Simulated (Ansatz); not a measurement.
Potential energy surface of H3Si, doublet: umbrella (inversion) coordinate, bond length relaxed. Scanned: angle between the Si-H bonds and the threefold axis (90 = planar). Other coordinates (Si-H bond length) were minimised at PBE0/def2-TZVP.

- UKS-PBE/cc-pVDZ = unrestricted PBE/cc-pVDZ (Ansatz, a first-principles code)
- UKS-PBE0/cc-pVDZ = unrestricted PBE0/cc-pVDZ (Ansatz)
- FCI/cc-pVDZ = Ansatz with full CI/cc-pVDZ, frozen core

Energies relative to the lowest point of each profile, in kcal/mol; the last columns give the error against full CI:

| a / ° | UKS-PBE/cc-pVDZ | UKS-PBE0/cc-pVDZ | FCI/cc-pVDZ | UKS-PBE/cc-pVDZ − FCI/cc-pVDZ | UKS-PBE0/cc-pVDZ − FCI/cc-pVDZ |
|---|---|---|---|---|---|
| 93 | 3.9 | 4.3 | 5.2 | -1.3 | -0.8 |
| 95.56 | 3.3 | 3.6 | 4.3 | -1.0 | -0.7 |
| 99.07 | 2.1 | 2.3 | 2.6 | -0.6 | -0.4 |
| 101.71 | 1.1 | 1.2 | 1.4 | -0.3 | -0.2 |
| 104.35 | 0.4 | 0.4 | 0.5 | -0.1 | -0.1 |
| 107.63 | 0.0 | 0.0 | 0.0 | 0.0 | 0.0 |
| 110.37 | 0.3 | 0.4 | 0.4 | 0.0 | 0.0 |
| 114.73 | 2.4 | 2.6 | 2.7 | -0.3 | -0.1 |
| 116.29 | 3.6 | 3.9 | 4.1 | -0.5 | -0.2 |
| 119.32 | 6.9 | 7.4 | 7.7 | -0.9 | -0.4 |
| 122.39 | 11.4 | 12.2 | 12.8 | -1.4 | -0.6 |
| 126.30 | 19.0 | 20.3 | 21.2 | -2.2 | -1.0 |
| 129.75 | 27.5 | 29.3 | 30.6 | -3.1 | -1.3 |
| 132 | 34.1 | 36.2 | 37.7 | -3.7 | -1.5 |

UKS-PBE/cc-pVDZ is furthest from FCI/cc-pVDZ at 132 (-3.7 kcal/mol, below); its mean absolute error over the points is 1.1 kcal/mol.

UKS-PBE0/cc-pVDZ is furthest from FCI/cc-pVDZ at 132 (-1.5 kcal/mol, below); its mean absolute error over the points is 0.5 kcal/mol.

The scan ran from 90.0 to 132.0; beyond the range shown the relaxed coordinates jump or full CI changes its symmetry label.
